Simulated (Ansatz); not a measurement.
1T (CdI2-type) PtS2: properties by level of theory

Reference values: lattice constant a 3.542 Å (measured, temperature not stated, no zero-point or thermal correction; as tabulated in Björkman (2014), arXiv:1406.2436); lattice parameter c 5.036 Å (measured, temperature not stated, zero-point anharmonic expansion removed (computed with revB86b-DF2); no thermal correction; as tabulated in Björkman (2014), arXiv:1406.2436).

```json
[
 {"level (code)": "PBE-D3(BJ) (Ansatz)", "lattice constant a (Å)": "___", "lattice parameter c (Å)": "___"},
 {"level (code)": "r²SCAN (Ansatz)", "lattice constant a (Å)": "3.548", "lattice parameter c (Å)": "5.618"},
 {"level (code)": "r²SCAN+SOC (Ansatz)", "lattice constant a (Å)": "3.546", "lattice parameter c (Å)": "5.632"},
 {"level (code)": "r²SCAN-D4 (Ansatz)", "lattice constant a (Å)": "3.551", "lattice parameter c (Å)": "___"},
 {"level (code)": "r²SCAN+rVV10 (Ansatz)", "lattice constant a (Å)": "3.552", "lattice parameter c (Å)": "___"},
 {"level (code)": "HSE06 (Ansatz)", "lattice constant a (Å)": "3.526", "lattice parameter c (Å)": "6.402"}
]
```

Problem. Fill in the missing entries.

Solution. 
- PBE-D3(BJ) (Ansatz, a first-principles code), lattice constant a (Å): 3.584
- PBE-D3(BJ) (Ansatz), lattice parameter c (Å): 4.657
- r²SCAN-D4 (Ansatz), lattice parameter c (Å): 5.200
- r²SCAN+rVV10 (Ansatz), lattice parameter c (Å): 5.126

Differences from the reference values (errors of the level alone only where the reference is corrected to a static lattice):

```tsv
level	lattice constant a (%)	lattice parameter c (%)
PBE-D3(BJ)	+1.19	-7.53
r²SCAN	+0.17	+11.6
r²SCAN+SOC	+0.11	+11.8
r²SCAN-D4	+0.25	+3.26
r²SCAN+rVV10	+0.28	+1.79
HSE06	-0.45	+27
```

Nearest: lattice constant a, not ranked (reference at room or unstated temperature); lattice parameter c, not ranked (reference at room or unstated temperature).

Caveats: the cell comes from a level without a dispersion term, which matters for the spacing of layers, chains or molecules (r²SCAN, r²SCAN+SOC, HSE06). Ansatz's density-functional and Hartree–Fock values are scalar-relativistic unless marked +SOC, with PAW data made under PBE.

Differences are worked out from the printed values.

Computed values are for the static lattice.
